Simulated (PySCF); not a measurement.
Compound: propynal, C₃H₂O.
Bonds: C1–C2 (triple), C2–C3, C3–O4 (double). Hydrogens: H5 on C1; H6 on C3.

Computed, not measured: BHandHLYP/def2-TZVP geometry optimisation, gas phase in PySCF 2.14.0.

List the bond lengths and angles at this level.

```json
{"bond": "C1≡C2", "length (pm)": "118.9"}
{"bond": "C2–C3", "length (pm)": "144.4"}
{"bond": "C3=O4", "length (pm)": "119.1"}
{"bond": "C1–H5", "length (pm)": "105.7"}
{"bond": "C3–H6", "length (pm)": "109.4"}
```

A selection of angles:
```json
{"angle": "C2–C1–H5", "degrees": "179.1"}
{"angle": "C1–C2–C3", "degrees": "177.3"}
{"angle": "C2–C3–O4", "degrees": "123.9"}
{"angle": "C2–C3–H6", "degrees": "114.5"}
{"angle": "O4–C3–H6", "degrees": "121.6"}
```

The 4 heavy atoms lie in one plane (0.000 Å rms). The 2 C–C bonds span 1.189 Å (C1≡C2, drawn triple) to 1.444 Å (C2–C3, drawn single), a spread of 0.255 Å.

Point group: Cs (every atom within 0.08 Å of its image). No frequency check.
